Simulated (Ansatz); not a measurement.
One change: `C=CC(F)S` becomes `C=CC(C)(F)S`.

Ansatz, PBE0-D4/def2-TZVP geometries, multiplicity 1. Each molecule was computed in one conformer, which needn't be the lowest.

```csv
property,`C=CC(F)S`
LUMO energy (PBE0/def2-TZVPP) / eV,-0.34
size of the dipole moment (B3LYP/def2-TZVPP) / D,1.67
HOMO–LUMO gap (PBE0/def2-TZVPP) / eV,7.07
HOMO energy (PBE0/def2-TZVPP) / eV,-7.41
HOMO–LUMO gap (ωB97M-V/def2-TZVPP) / eV,11.40
LUMO energy (ωB97M-V/def2-TZVPP) / eV,1.78
```

Problem. What does the change do to each property? (Estimate.)

Solution. The calculation gave: 
```tsv
property	`C=CC(C)(F)S`	shift
LUMO energy (PBE0/def2-TZVPP) / eV	-0.33	0.01
size of the dipole moment (B3LYP/def2-TZVPP) / D	1.63	-0.04
HOMO–LUMO gap (PBE0/def2-TZVPP) / eV	6.91	-0.16
HOMO energy (PBE0/def2-TZVPP) / eV	-7.24	0.17
HOMO–LUMO gap (ωB97M-V/def2-TZVPP) / eV	11.20	-0.20
LUMO energy (ωB97M-V/def2-TZVPP) / eV	1.73	-0.05
```

Dipoles are sizes alone; their direction can turn.

B3LYP here is the variant with VWN-RPA as its local correlation; programs differ in this.
